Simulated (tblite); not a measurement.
Start geometry of `O=P(=O)[O-]` from a force field or distance geometry (Å):
```
atom  x, y, z in Å
O1    -0.7624   -1.3190   -0.0289
P2    -0.0630    0.0057    0.0636
O3    -0.7983    1.3131   -0.0247
O4     1.6339    0.0050   -0.0329
```

What comes out of this run: GFN2-xTB geometry optimisation, gas phase (tblite)?

```
atom  x, y, z in Å
O1    -0.7276   -1.2882   -0.0072
P2     0.0026    0.0012   -0.0059
O3    -0.7492    1.2781   -0.0032
O4     1.4844    0.0137   -0.0066
```

The energy falls by 20.5 kcal/mol over 9 L-BFGS steps, the largest force on an atom goes from 5.96 to 0.002 eV/Å, and the atoms move by 0.099 Å rms after alignment. The bond that changes most is P2–O4 (ends: three-coordinate phosphorus; oxygen bonded to P), which shortens by 0.218 Å. Bonds longer at the end by more than 0.005 Å: 0 of 3; shorter: 3. Among the angles that change most is O1–P2–O4, from 117.5° to 120.0°. Rotational constants go from 9102, 8084, 4293 to 9595, 9592, 4797 MHz. The orientation of the end geometry is arbitrary; only internal coordinates are fixed.

Time: under 0.1 s. Hardware: one thread, Arm Neoverse V1 (aarch64), shared host.

Its GFN2-xTB frequencies are all real (lowest 392 cm⁻¹).

These are computed values.
